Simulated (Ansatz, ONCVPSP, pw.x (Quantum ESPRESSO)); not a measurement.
**What a changed setting does to a pw.x run (bcc Fe)**

Potential: optimised norm-conserving Vanderbilt (ONCV), ONCVPSP 4.0.1.1 (patched build), PBE; core [Ne], reference 3s2 3p6 3d7 4s1; waves: 3s+4s: rc 1.06 bohr, ncon 4, nbas 7, qcut 11.5 1/bohr, 2 projectors; 3p: rc 1.16 bohr, ncon 4, nbas 8, qcut 8.9 1/bohr, 1 projector; 3d: rc 1.38 bohr, ncon 4, nbas 9, qcut 9.9 1/bohr, 2 projectors, debl 3 Ha; f scattering state at 0.06 Ha: rc 1.12 bohr, ncon 4, nbas 7, qcut 10.4 1/bohr, 1 projector; local part: polynomial inside 1.02 bohr (lpopt 5, dvloc0 0 Ha); core correction: Teter function, fcfact 4, rcfact 1.3.

The reference run (k-mesh 17³, cutoffs 135/540 Ry, Fermi–Dirac 0.01 Ry, mixing_beta 0.4, conv_thr 1e-9, no spin) gives 0.93 GPa at 10.545 Å³/atom, where all-electron LAPW gives 0.48 GPa. This run, with its own iteration cap, changes k-mesh points per axis to 6.

```
&control
  calculation='scf', prefix='x', pseudo_dir='./', outdir='./tmp', tstress=.true., disk_io='none'
/
&system
  ibrav=0, nat=1, ntyp=1, ecutwfc=135, ecutrho=540, nbnd=16,
  occupations='smearing', smearing='fd', degauss=0.01
/
&electrons
  conv_thr=1e-09, mixing_beta=0.4, electron_maxstep=50
/
ATOMIC_SPECIES
Fe 1.0 Fe.UPF
CELL_PARAMETERS angstrom
  -1.38142994 1.38142994 1.38142994
  1.38142994 -1.38142994 1.38142994
  1.38142994 1.38142994 -1.38142994
ATOMIC_POSITIONS crystal
Fe 0.0000 0.0000 0.0000
K_POINTS automatic
6 6 6 0 0 0
```

```bash
pw.x < Fe.scf.in > Fe.scf.out
```

Problem. How does the run end?

Solution. It converges in 9 iterations; the free energy moves by +53.8 meV/atom and the pressure by +1.46 GPa.

```
Message from routine setup:
     using ibrav=0 with symmetry is DISCOURAGED, use correct ibrav instead
     lattice parameter (alat)  =       4.5216  a.u.
     unit-cell volume          =      71.1612 (a.u.)^3
     number of electrons       =        16.00
     number of Kohn-Sham states=           16
     kinetic-energy cutoff     =     135.0000  Ry
     charge density cutoff     =     540.0000  Ry
     scf convergence threshold =      1.0E-09
     Exchange-correlation= PBE
     number of k points=    16  Fermi-Dirac smearing, width (Ry)=  0.0100
     iteration #  1     ecut=   135.00 Ry     beta= 0.40
     total energy              =    -248.97424167 Ry
     estimated scf accuracy    <       0.40143077 Ry
     iteration #  2     ecut=   135.00 Ry     beta= 0.40
     total energy              =    -249.07285586 Ry
     estimated scf accuracy    <       0.04827019 Ry
     iteration #  3     ecut=   135.00 Ry     beta= 0.40
     total energy              =    -249.08102724 Ry
     estimated scf accuracy    <       0.00202077 Ry
     [... 3 iterations left out ...]
     iteration #  7     ecut=   135.00 Ry     beta= 0.40
     total energy              =    -249.08126298 Ry
     estimated scf accuracy    <       0.00000009 Ry
     iteration #  8     ecut=   135.00 Ry     beta= 0.40
     total energy              =    -249.08126299 Ry
     estimated scf accuracy    <          2.4E-09 Ry
     iteration #  9     ecut=   135.00 Ry     beta= 0.40
     the Fermi energy is    20.4299 ev
!    total energy              =    -249.08126299 Ry
     estimated scf accuracy    <          6.7E-11 Ry
     smearing contrib. (-TS)   =      -0.01490044 Ry
     The total energy is F=E-TS. E is the sum of the following terms:
     one-electron contribution =     -98.72249419 Ry
     hartree contribution      =      59.95500172 Ry
     xc contribution           =     -31.85889503 Ry
     ewald contribution        =    -178.43997507 Ry
     convergence has been achieved in   9 iterations
          total   stress  (Ry/bohr**3)                   (kbar)     P=       23.89
     Message from routine punch:
     Nothing written, as per user request (disk_io='none')
```

The run took about 5.6 s on one core of a shared host (Neoverse-V2, 96 threads, 742 GiB, load 23).
